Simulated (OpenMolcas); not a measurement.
## C2H5N (SMILES C1CN1): the vertical ionisation energy from total energies

C2H5N: 8 atoms, total charge 0, spin state singlet. As SMILES, `C1CN1`. The shape is that of a PBE0-D4/def2-TZVP optimisation.

```xyz
8

C    -0.4420    0.3729   -0.5266
C     0.7018    0.0413    0.3427
N    -0.6464   -0.3792    0.7058
H    -0.5239   -0.1462   -1.4763
H    -0.8504    1.3774   -0.5215
H     1.1307    0.8030    0.9843
H     1.4061   -0.7057   -0.0095
H    -0.7760   -1.3633    0.5010
```

Both states at this one shape; open shells run unrestricted unless said. 1 Eh = 27.2114 eV.

| level | program | singlet C2H5N (Eh) | doublet C2H5N+ (Eh) | HOMO of the first (eV) |
| --- | --- | --- | --- | --- |
| B3LYP/6-31G* (spherical functions) | OpenMolcas | -133.916433 | -133.565019 | -6.59 |
| B3LYP/def2-SVPD | OpenMolcas | -133.835048 | -133.474373 | -7.00 |

Problem. Work out the vertical ionisation energy at each level.

Solution. 
1. B3LYP/6-31G* (spherical functions): -133.565019 − (-133.916433) = 0.351414 Eh = 9.56 eV; −ε(HOMO) = 6.59 eV.
2. B3LYP/def2-SVPD: -133.474373 − (-133.835048) = 0.360675 Eh = 9.81 eV; −ε(HOMO) = 7.00 eV.

No measured value is set beside it here; the levels span 9.56 to 9.81 eV.
